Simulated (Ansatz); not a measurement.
## Lattice parameter a of Ga (model structure, started from the diamond type, Fd-3m, No. 227, 2 atoms in the cell) at several levels of theory

No measured value is used here.

```tsv
level (code)	value (Å)
PBE (Ansatz)	5.882
PBEsol (Ansatz)	5.758
PBE-D3(BJ) (Ansatz)	5.802
r²SCAN (Ansatz)	5.777
```

Ansatz's density-functional and Hartree–Fock values are scalar-relativistic unless marked +SOC, with PAW data made under PBE.

A model structure was made by putting elements into a prototype or built by hand; it is no filed structure, need not be a known phase, and can be a saddle point held by its symmetry.

Ansatz is an electronic-structure program.
